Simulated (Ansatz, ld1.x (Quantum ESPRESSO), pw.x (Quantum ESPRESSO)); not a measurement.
# Tc (Z = 43): does the TM potential hold in the solid?

- Element: Tc (Z = 43)
- Generator: ld1.x (Quantum ESPRESSO) 7.5
- Type: norm-conserving Troullier–Martins (Kleinman–Bylander form)
- Functional: LDA (PW92)
- Relativity: scalar-relativistic
- Frozen core: [Kr]
- Valence charge: 7
- Reference configuration: 4d5 5s1.75 5p0.25
- Partial waves: 5p (bound): rc 3.45 bohr; 4d (bound): rc 2.30 bohr; 5s (bound): rc 2.45 bohr
- Local potential: the s channel
- Core correction: a·sin(br)/r model core inside 2.50 bohr

Atomic tests: cutoffs needed: 35 Ry and 40 Ry (the cutoffs (Ry, on a coarse ladder) from which the occupation-weighted sum of valence levels, in a spherical-Bessel basis at the reference potential, stays within 10 and 1 mRy of its value at 400 Ry); ghost test: no extra level below or beside the all-electron valence levels (p, d, s, f tested) (spherical-Bessel basis up to 400 Ry, 20 bohr box); largest excitation error: -132 meV (all-electron minus pseudo) for 4d4 5s0 5p0, out of 7 test configurations.

Crystal test: diamond Tc in pw.x 7.5, no spin, 8³ k-points, Fermi–Dirac smearing 0.01 Ry, cutoffs 50/200 Ry. The reference is all-electron LAPW (Ansatz 0.2.0) with the same functional, mesh and smearing; V0 and B0 come from Birch–Murnaghan fits to the pressures at five volumes. Errors are pseudo minus all-electron; Δ is the rms difference of the E(V) curves that follow from these fits, minima aligned, over ±6 % about the mean V0. Mesh and smearing are coarse, so the numbers serve the comparison and aren't converged zero-temperature values; the lattice is a test structure that the element need not adopt.

```json
{"V (Å³/atom)": "19.160", "P all-electron (GPa)": "9.94", "P pseudo (GPa)": "21.32"}
{"V (Å³/atom)": "19.664", "P all-electron (GPa)": "4.65", "P pseudo (GPa)": "15.16"}
{"V (Å³/atom)": "20.168", "P all-electron (GPa)": "0.02", "P pseudo (GPa)": "9.74"}
{"V (Å³/atom)": "20.672", "P all-electron (GPa)": "-4.05", "P pseudo (GPa)": "4.97"}
{"V (Å³/atom)": "21.176", "P all-electron (GPa)": "-7.60", "P pseudo (GPa)": "0.76"}
```

All-electron: a0 = 5.444 Å (V0 = 20.17 Å³/atom), B0 = 173.3 GPa.

Pseudopotential: mean pressure error (GPa): +9.80. The pressure does not cross zero within the volumes sampled, so no fit is given. The largest radius (3.45 bohr) exceeds half the bond length (2.23 bohr), so the spheres overlap, which is one possible source of error among others. This is a poor potential for the solid.

At the middle volume, how do free energy and pressure move when the wave cutoff is lowered (ecutrho kept at four times it)?

| cutoff (Ry) | shift of F (meV/atom) | shift of P (GPa) |
| --- | --- | --- |
| 22 | +5746.2 | -159.25 |
| 30 | +598.9 | -31.11 |
| 40 | +7.6 | -0.89 |

Input at the middle volume:

```
&control
  calculation='scf', prefix='x', pseudo_dir='./', outdir='./tmp', tstress=.true., disk_io='none'
/
&system
  ibrav=0, nat=2, ntyp=1, ecutwfc=50, ecutrho=200, nbnd=15,
  occupations='smearing', smearing='fd', degauss=0.01
/
&electrons
  conv_thr=1e-09, mixing_beta=0.4, electron_maxstep=70
/
ATOMIC_SPECIES
Tc 1.0 Tc.UPF
CELL_PARAMETERS angstrom
  0.00000000 2.72199680 2.72199680
  2.72199680 0.00000000 2.72199680
  2.72199680 2.72199680 0.00000000
ATOMIC_POSITIONS crystal
Tc 0.0000 0.0000 0.0000
Tc 0.2500 0.2500 0.2500
K_POINTS automatic
8 8 8 0 0 0
```

```bash
pw.x < Tc.scf.in > Tc.scf.out
```

Lines of the output:

```
Message from routine setup:
     using ibrav=0 with symmetry is DISCOURAGED, use correct ibrav instead
     lattice parameter (alat)  =       7.2745  a.u.
     unit-cell volume          =     272.2008 (a.u.)^3
     number of electrons       =        14.00
     number of Kohn-Sham states=           15
     kinetic-energy cutoff     =      50.0000  Ry
     charge density cutoff     =     200.0000  Ry
     scf convergence threshold =      1.0E-09
     Exchange-correlation= PW
     number of k points=    29  Fermi-Dirac smearing, width (Ry)=  0.0100
     iteration #  1     ecut=    50.00 Ry     beta= 0.40
     total energy              =     -47.74086903 Ry
     estimated scf accuracy    <       0.11941926 Ry
     iteration #  2     ecut=    50.00 Ry     beta= 0.40
     total energy              =     -47.74761840 Ry
     estimated scf accuracy    <       0.01512327 Ry
     iteration #  3     ecut=    50.00 Ry     beta= 0.40
     total energy              =     -47.74746706 Ry
     estimated scf accuracy    <       0.00252724 Ry
     iteration #  4     ecut=    50.00 Ry     beta= 0.40
     total energy              =     -47.74763323 Ry
     estimated scf accuracy    <       0.00001808 Ry
     iteration #  5     ecut=    50.00 Ry     beta= 0.40
     total energy              =     -47.74764297 Ry
     estimated scf accuracy    <       0.00000557 Ry
     iteration #  6     ecut=    50.00 Ry     beta= 0.40
     total energy              =     -47.74764334 Ry
     estimated scf accuracy    <       0.00000046 Ry
     iteration #  7     ecut=    50.00 Ry     beta= 0.40
     total energy              =     -47.74764346 Ry
     estimated scf accuracy    <       0.00000002 Ry
     iteration #  8     ecut=    50.00 Ry     beta= 0.40
     the Fermi energy is     9.5649 ev
!    total energy              =     -47.74764346 Ry
     estimated scf accuracy    <          5.4E-10 Ry
     smearing contrib. (-TS)   =      -0.00805156 Ry
     The total energy is F=E-TS. E is the sum of the following terms:
     one-electron contribution =       9.14383367 Ry
     hartree contribution      =       6.25897327 Ry
     xc contribution           =     -11.82787578 Ry
     ewald contribution        =     -51.31452307 Ry
     convergence has been achieved in   8 iterations
          total   stress  (Ry/bohr**3)                   (kbar)     P=       97.42
     Message from routine punch:
     Nothing written, as per user request (disk_io='none')
```

The run at the middle volume (29 k-points, 8 iterations) took about 9 s on one core of a shared host (Neoverse-V2, 96 threads, 742 GiB, load 66).
